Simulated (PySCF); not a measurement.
**SiH₂: structure of the singlet**

Where does singlet SiH₂ go from a PBE0 minimum start, is the end point a minimum, and what are its modes, charges and moments?

Program: PySCF 2.14.0. Level of theory: PBE0, basis Si def2-TZVP, H def2-TZVP, no relativity, density fitting. These are calculated values, not measurements.

## (1) The starting structure

3 atoms, charge 0, spin multiplicity 1.

Bond lengths: Si1–H2 1.526 Å, Si1–H3 1.526 Å. Angles: H2–Si1–H3 91.2°.

Coordinates in bohr (charge 0 multiplicity 1):
```
Si    0.0000    0.0000   -0.1356
H     2.0600    0.0000    1.8814
H    -2.0600    0.0000    1.8814
```

## (2) The SCF at the typed geometry

One driver script runs all steps and calls PySCF; scf.py shows how it sets up the SCF of each step. The optimiser is the driver's own. After this first run the driver tries any further starts and a stability analysis.

Contents of scf.py:

```python
from pyscf import gto, scf, dft
mol = gto.M(atom='''
Si     0.000000    -0.000000    -0.071730
H      1.090102    -0.000000     0.995596
H     -1.090102     0.000000     0.995596''',
    basis={'Si': 'def2-TZVP', 'H': 'def2-TZVP'},
    charge=0, spin=0)
mf = dft.RKS(mol, xc='PBE0')
mf.grids.atom_grid = (50, 194)
aux = {'Si': 'def2-universal-JKFIT', 'H': 'def2-universal-JKFIT'}
mf = mf.density_fit(auxbasis=aux)
mf.conv_tol = 1e-08
mf.diis_space = 10
mf.max_cycle = 60
mf.init_guess = 'minao'
mf.verbose = 4
mf.kernel()
```

Run with:

```console
$ OMP_NUM_THREADS=2 python axn.py task.json out
```

What it wrote:

```text
init E= -290.287877201991
  HOMO = -0.234327837978528  LUMO = -0.13604630418916  gap/eV = 2.67438
cycle= 1 E= -290.481747500323  delta_E= -0.194  |g|= 0.134  |ddm|= 1.13
  HOMO = -0.258229361673765  LUMO = -0.121887890532692  gap/eV = 3.71004
cycle= 2 E= -290.48491648948  delta_E= -0.00317  |g|= 0.0729  |ddm|= 0.233
  HOMO = -0.250170673839841  LUMO = -0.112694946082756  gap/eV = 3.74091
cycle= 3 E= -290.486113106591  delta_E= -0.0012  |g|= 0.00772  |ddm|= 0.0916
  HOMO = -0.252577202805051  LUMO = -0.113998638503167  gap/eV = 3.77091
cycle= 4 E= -290.486126960268  delta_E= -1.39e-05  |g|= 0.000495  |ddm|= 0.0114
  HOMO = -0.252500522291454  LUMO = -0.113973264158023  gap/eV = 3.76952
cycle= 5 E= -290.486127040461  delta_E= -8.02e-08  |g|= 7e-05  |ddm|= 0.000913
  HOMO = -0.252473706764377  LUMO = -0.113946726031434  gap/eV = 3.76951
cycle= 6 E= -290.486127042462  delta_E= -2e-09  |g|= 2.01e-05  |ddm|= 0.000169
  HOMO = -0.25247741466033  LUMO = -0.113952505912888  gap/eV = 3.76945
Extra cycle  E= -290.486127042579  delta_E= -1.18e-10  |g|= 1.03e-05  |ddm|= 3.19e-05
converged SCF energy = -290.486127042579
```

This step, with its further starts and checks, took 1.1 s on 2 threads of Arm Neoverse N1, shared host.

The test of internal stability found no lower closed-shell solution.

## (3) Relaxation: PBE0 minimum start, singlet

The program finds C2v symmetry in the start, which this walk keeps.

scf.py: that of step 2 with these lines changed.

```diff
@@ -3,2 +3,2 @@
-Si     0.000000    -0.000000    -0.071730
-H      1.090102    -0.000000     0.995596
+Si     0.000000     0.000000    -0.071730
+H      1.090102     0.000000     0.995596
@@ -15 +14,0 @@
-mf.init_guess = 'minao'
```

The optimiser's trace:

```tsv
step	energy (Eh)	change (kJ/mol)	largest symmetric gradient (Eh/bohr)
0	-290.486127	0.00	0.00005
```

The walk took under 0.5 s.

It settles in C2v symmetry, 0.0 kJ/mol below the start, after 0 steps: Si–H 1.526 Å (×2); H–Si–H 91.2°.

## (4) Is it a minimum? Harmonic modes

On the finer grid the gradient is checked again; gradients at displacements of ±0.02 bohr then give force constants and infrared intensities.

scf.py: that of step 3 with these lines changed.

```diff
@@ -3,3 +3,3 @@
-Si     0.000000     0.000000    -0.071730
-H      1.090102     0.000000     0.995596
-H     -1.090102     0.000000     0.995596''',
+Si     0.000000     0.000000    -0.072179
+H      1.089470     0.000000     0.995821
+H     -1.089470     0.000000     0.995821''',
@@ -9 +9 @@
-mf.grids.atom_grid = (50, 194)
+mf.grids.atom_grid = (75, 302)
@@ -12 +12 @@
-mf.conv_tol = 1e-08
+mf.conv_tol = 1e-10
```

The driver hands on the density of the step before, so the log starts near convergence.

SCF at the final geometry:

```text
init E= -290.486138675966
  HOMO = -0.25255576385155  LUMO = -0.1139505487332  gap/eV = 3.77164
cycle= 1 E= -290.486138675966  delta_E= 1.71e-13  |g|= 4.72e-07  |ddm|= 1.41e-06
  HOMO = -0.252555774944216  LUMO = -0.113950516076132  gap/eV = 3.77164
Extra cycle  E= -290.486138675967  delta_E= -1.42e-12  |g|= 2.36e-07  |ddm|= 7.37e-07
converged SCF energy = -290.486138675967
```

The whole step took 6.4 s.

Geometry: C2v; Si–H 1.526 Å (×2); H–Si–H 91.1°.

Modes, for the most abundant isotopes:

```csv
symmetry,ω (cm⁻¹),IR (km/mol)
a1,1011,71.2
a1,2048,206
b2,2051,254
```

All wavenumbers are real: a minimum.

Constants and moments:

```
Dipole moment                                                   : 0.17 D
Highest occupied level                                          : -6.87 eV
Lowest empty level                                              : -3.10 eV
Rotational constants                                            : 7.861, 7.046, 3.716 cm⁻¹
Zero-point energy                                               : 30.6 kJ/mol
Principal polarisabilities                                      : 26.0, 33.7, 35.1 bohr³
Atomisation energy without zero-point energy                    : 616 kJ/mol
Principal traceless quadrupole moments about the centre of mass : -3.81, -0.91, 4.72 D Å
Entropy at 298.15 K and 1 bar                                   : 207.5 J/(mol K)
Heat capacity Cp at 298.15 K                                    : 34.9 J/(mol K)
Enthalpy at 298.15 K above 0 K                                  : 10.01 kJ/mol
Rotational symmetry number                                      : 2
```

Charges (e) and bond orders:

| atom | Mulliken | Löwdin | polar tensor | Mayer order to Si1 |
| --- | --- | --- | --- | --- |
| Si1 | 0.03 | 0.12 | 0.39 | – |
| H2,3 | -0.01 | -0.06 | -0.19 | 0.96 |

Outer orbital energies (eV). occupied: -1803.35, -145.55, -100.36, -100.12, -100.05, -14.19, -9.21, -6.87; empty: -3.10, 0.83, 1.86, 4.51.

Mulliken populations on Si1: s 5.82, p 8.01, d 0.13, f 0.01.

## (5) Results

| quantity | value |
| --- | --- |
| minimum | singlet, C2v |
| geometry | Si–H 1.526 Å (×2); H–Si–H 91.1° |
| wavenumbers (cm⁻¹) | 1011 (a1), 2048 (a1), 2051 (b2) |
| dipole moment | 0.17 D |
| highest occupied, lowest empty level | -6.87, -3.10 eV |
| polar-tensor charge of Si1 | +0.39 e |
| zero-point energy | 30.6 kJ/mol |
| entropy at 298.15 K | 207.5 J/(mol K) |
| atomisation energy (no zero-point energy) | 616 kJ/mol |

The PBE0 minimum start keeps its C2v symmetry and ends in a minimum. The strongest infrared band lies at 2051 cm⁻¹ (b2, stretch). Only this shape and spin were tried, so other structures or states may lie lower.

The search up to here took 8.1 s.
